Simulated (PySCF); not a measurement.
Atoms are numbered as in `[CH2:1]=[CH:2][CH2:3][CH:4]=[CH2:5]`. Each H is labelled by its parent atom. Ha(C1), Ha(C5) are cis to C3; Hb(C1), Hb(C5) are trans to C3.

Level of theory: GFN2-xTB geometry, σ from GIAO-PBE0/pcSseg-1, in PySCF (isolated molecule, relativity neglected, single conformer, averaged over atoms made equivalent by symmetry, fast rotation or ring inversion).

Shifts are taken against calculated references (same method and geometry level): ¹³C (186.93 ppm), ¹H (31.72 ppm) against TMS.

```json
{"atoms": "Ha(C1)/Ha(C5)", "nucleus": "¹H", "count": "2", "Hirshfeld charge": "0.04", "δ (ppm)": "5.42"}
{"atoms": "Hb(C1)/Hb(C5)", "nucleus": "¹H", "count": "2", "Hirshfeld charge": "0.04", "δ (ppm)": "5.28"}
{"atoms": "C3", "nucleus": "¹³C", "count": "1", "Hirshfeld charge": "-0.07", "δ (ppm)": "?"}
{"atoms": "C2/C4", "nucleus": "¹³C", "count": "2", "Hirshfeld charge": "-0.04", "δ (ppm)": "?"}
{"atoms": "H(C2)/H(C4)", "nucleus": "¹H", "count": "2", "Hirshfeld charge": "0.04", "δ (ppm)": "5.98"}
{"atoms": "C1/C5", "nucleus": "¹³C", "count": "2", "Hirshfeld charge": "-0.11", "δ (ppm)": "122.0"}
{"atoms": "H(C3)", "nucleus": "¹H", "count": "2", "Hirshfeld charge": "0.05", "δ (ppm)": "2.91"}
```

Problem. Fill in the missing shifts.

Solution. 
- C2/C4: 146.9 ppm, alkene CH; an sp2 carbon of a C=C bond
- C3: 47.2 ppm, allylic sp3 CH2; saturated and bonded to C and H only

Shifts are as computed. Against solution values, carbons near 30 ppm lie about +3 ppm off and those near 130 ppm about +5 ppm. Of 1211 compounds with measured shifts, 218 miss one by over three times the rms of a fit or turn the order of signals round; such compounds aren't used in these exercises.
